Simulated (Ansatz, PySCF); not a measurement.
Wanted: the gas-phase enthalpy of formation of C1CCC1 [cyclobutane] at 298 K. Reaction (SMILES): C1CCC1 [cyclobutane] + 4 C (CH4) -> 4 CC (C2H6) [ethane]; bond separation energy.

Geometries: B3LYP-D3(BJ)/def2-TZVP minima from Ansatz (a first-principles code), one conformer each, not searched for the lowest. Correlated levels leave the core frozen unless marked. UHF or UKS for open shells. Spin-orbit coupling is left out. Non-relativistic. CBS(X,Y): correlation extrapolated as X^-3; Hartree-Fock from the larger set. The bracket is a focal-point correction in the basis named. Thermal terms are rigid-rotor harmonic-oscillator values from B3LYP-D3(BJ) frequencies (PySCF) at 298.15 K and 1 atm. 1 Eh = 627.5095 kcal/mol. PBE is always shown; the other two functionals were drawn at random. The atomisation route leaves out scalar relativity and anharmonic zero-point terms, the atoms' spin-orbit terms, and in the frozen-core level the core correlation. Atomic data: G2/97 table in ASE.

Tabulated enthalpies of formation of the partners: C (CH4) -17.8 kcal/mol, ATcT 1.112; CC (C2H6) -20.0 kcal/mol, ATcT 1.112. G2/97 and CRC values are older and not checked against later work.

```csv
level,computed ΔH of the reaction (kcal/mol),ΔHf by atomisation and measured atoms (kcal/mol)
PBE/def2-TZVPD (Ansatz),-15.9,-10.2
B3LYP-D3(BJ)/def2-TZVPD (Ansatz + dftd3),-17.4,7.6
PBE0-D4/def2-TZVPD (Ansatz + dftd4),-17.2,-2.5
"RI-MP2/CBS(cc-pVTZ,cc-pVQZ)+[CCSD(T)-MP2]/cc-pVTZ (Ansatz)",-16.0,7.8
```

Task: Derive ΔHf from the reaction at each level, and compare how far the levels part by the two routes.

Result: 
The partners sum to -8.8 kcal/mol (products minus other reactants), so ΔHf = (-8.8 - ΔH):
- PBE/def2-TZVPD: 7.1; errors +0.3 by the reaction, -17.0 by atomisation
- B3LYP-D3(BJ)/def2-TZVPD: 8.6; errors +1.8 by the reaction, +0.8 by atomisation
- PBE0-D4/def2-TZVPD: 8.4; errors +1.6 by the reaction, -9.3 by atomisation
- RI-MP2/CBS(cc-pVTZ,cc-pVQZ)+[CCSD(T)-MP2]/cc-pVTZ: 7.2; errors +0.4 by the reaction, +1.0 by atomisation
All levels span 1.5 kcal/mol by the reaction and 18.0 by atomisation; without PBE they span 1.4 and 10.3. The errors are against the measured 6.8 kcal/mol (G2/97 table).
